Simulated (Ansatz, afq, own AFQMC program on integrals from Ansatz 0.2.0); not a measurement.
**Atomization energy of CH₃Al, singlet**

| atom | x (Å) | y (Å) | z (Å) |
| --- | --- | --- | --- |
| Al | -0.7408 | 0.0064 | 0.0050 |
| C | 1.2474 | -0.0108 | -0.0084 |
| H | 1.6463 | -1.0338 | -0.0061 |
| H | 1.6655 | 0.4997 | 0.8692 |
| H | 1.6535 | 0.4910 | -0.8966 |

Connectivity, by distances: Al–CH3.

Atoms in their ground-state spins without spin–orbit coupling (mostly on UHF) minus the molecule (RHF), without zero-point energy. The geometry is a stationary point, not shown to be a minimum.

Basis cc-pVDZ. Only valence electrons are correlated. Integrals, coupled cluster, full CI and functionals: Ansatz 0.2.0; the random walks run on the same integrals in our own AFQMC program. ph-AFQMC/CISD is guided by a CISD state made of CCSD amplitudes; releasing the constraint for a short imaginary time cuts its bias at the price of noise, slowly where states lie close. Free projection: walkers drawn from exp(T), propagated without any constraint. Its projection time is finite, and what remains of the start isn't in its error. ± is one standard error of the sampling. The errors of all members are added in quadrature.

No full CI on the walks' own integrals is used here; CCSDT(Q) serves as the reference and is uncertain by about the last step of the cluster series. Each member takes its own surest rung, up to full CI.

The best estimate is CCSD(T) at the basis-set limit (CBS: def2-TZVPP and def2-QZVPP, with their diffuse functions for anions and beside diffuse sets, CCSD(T) itself extrapolated) plus the step from CCSD(T) to CCSDT(Q) in cc-pVDZ. Rows without CBS are in cc-pVDZ, the functionals in def2-TZVP; B2PLYP and the wave-function rows carry a basis error of their own. Core correlation and relativity beyond core potentials are missing, and ± holds the sampling alone.

Cautions: CH₃Al (singlet): restricted determinant unstable towards unrestricted (UHF 5 meV lower, ⟨S²⟩ 0.10); other spins of the molecule weren't checked.

Best estimate: 16.499 eV.

| level | atomization energy (eV) | error against the best estimate (eV) |
| --- | --- | --- |
| HF | 12.114 | -4.385 |
| MP2 | 15.240 | -1.259 |
| CCSD | 15.107 | -1.392 |
| CCSD(T) | 15.226 | -1.273 |
| ph-AFQMC/CISD | 15.268 ± 0.019 | -1.231 ± 0.019 |
| released AFQMC | 15.232 ± 0.017 | -1.267 ± 0.017 |
| free AFQMC | 15.245 ± 0.013 | -1.254 ± 0.013 |
| HF/CBS | 12.435 | -4.064 |
| MP2/CBS | 16.527 | 0.028 |
| CCSD(T)/CBS | 16.490 | -0.009 |
| PBE | 16.515 | 0.016 |
| r2SCAN | 16.382 | -0.117 |
| PBE0 | 16.358 | -0.141 |
| B3LYP | 16.361 | -0.138 |
| wB97M-V | 16.551 | 0.052 |
| B2PLYP | 16.224 | -0.275 |
| surest rungs in cc-pVDZ | 15.235 | -1.264 |

Correlation beyond CCSD(T) adds 0.009 eV. Going to the basis-set limit adds 1.264 eV at CCSD(T). The perturbative (T) step is worth +0.119 eV. The functionals spread over 0.327 eV; PBE and wB97M-V come nearest and B2PLYP is 0.275 eV too low.

Best estimates are given only where the step beyond CCSD(T) is under 0.3 eV and no member's determinant is very poor (T1 over 0.05, or 0.07 for open shells, ⟨S²⟩ too high by 0.3, two states mixed), so the hardest cases are missing from such tables.

The functionals ran in a triple-zeta set and keep a basis error of their own, a few kJ/mol for each bond in atomization energies and more for double hybrids, so close places among them and the extrapolated levels can swap.

Free projections are given only where their last times agree within the noise and don't stop above the reference; a slow remainder of the start can still hide under it. Each member of a difference takes its own highest rung, so a best estimate needn't equal the limit plus the step of one row. A walk keeps the symmetry of its determinant, which the program's search chose and which needn't be the lowest solution, so a lower state of the same spin and another symmetry isn't excluded. Released energies are given only where the last usable release times agree within the noise; a slower fall can still hide under it.
